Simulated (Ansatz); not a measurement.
Isolated molecules relaxed with PBE0-D4/def2-TZVP in Ansatz; ΔE leaves out vibrations. CCSD(T)/CBS is the MP2 limit (def2-TZVPP, def2-QZVPP) plus CCSD(T) − MP2 in def2-TZVPP, frozen cores. This one scheme is used for every species, atoms too. Functionals use def2-TZVPP. HSE06 is defined as in plane-wave codes. Open shells (•) are unrestricted, without spin–orbit coupling.

`[Cl][AlH][Cl]` + H• → `[Cl][Al][Cl]`• + H₂  (hydrogen abstraction from the Al–H bond)

```csv
level,ΔE (kcal/mol),difference from CCSD(T)/CBS
B97M-V,-18.6,2.9
HSE06-D4,-22.1,-0.6
B2PLYP,-22.5,-1.0
revPBE,-25.8,-4.3
HSE06,-22.2,-0.7
BHLYP,-21.9,-0.4
CCSD(T)/def2-SVP,-17.8,3.7
CCSD(T)/def2-TZVPP,-21.4,0.1
MP2/def2-QZVPP,-20.0,1.5
HF/CBS(def2),-16.0,5.5
CCSD(T)/CBS,-21.5,0
```

Largest T1 diagnostic among the species: 0.012.

At CCSD(T), def2-SVP lies +3.7 kcal/mol from the extrapolated value and def2-TZVPP +0.1 kcal/mol. Leaving LDA and LC-ωPBE aside and taking each functional with its dispersion term where it has one, the values, not all of them listed here, spread over 7.3 kcal/mol, from BLYP-D4 to B97M-V.
